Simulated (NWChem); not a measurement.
Species: carbon tetrachloride (CCl4); SMILES C(Cl)(Cl)(Cl)Cl

```xyz
5

Cl     1.3614    -1.1284    -0.0689
C      0.0000    -0.0001    -0.0001
Cl     0.6099     1.6612     0.0019
Cl    -1.0407    -0.2445    -1.4102
Cl    -0.9307    -0.2883     1.4772
```
Atoms are numbered in this order, from 1.

Program: NWChem. Geometry optimised at PBE0/def2-SVP; all other runs use it. 

```
quantity                                                               level  value
-------------------------------------------------------  -------------------  -----
isotropic polarisability (bohr³), static                      PBE0/def2-SVPD    [?]
cavity-dispersion-structure term (kcal/mol) in n-hexane   PBE0/def2-SVP, SMD   -3.5
vertical, lowest excitation, singlet (eV)                PBE0/def2-SVPD, TDA   6.06
−ε(HOMO) (eV)                                                  PBE0/def2-SVP    [?]
dipole (D)                                                     PBE0/def2-SVP    [?]
highest harmonic frequency (cm⁻¹)                              PBE0/def2-SVP    799
```

Task: Fill in the missing entries.

Result: 
- isotropic polarisability (bohr³), static, value: 68.8
- −ε(HOMO) (eV), value: 8.94
- dipole (D), value: 0.00
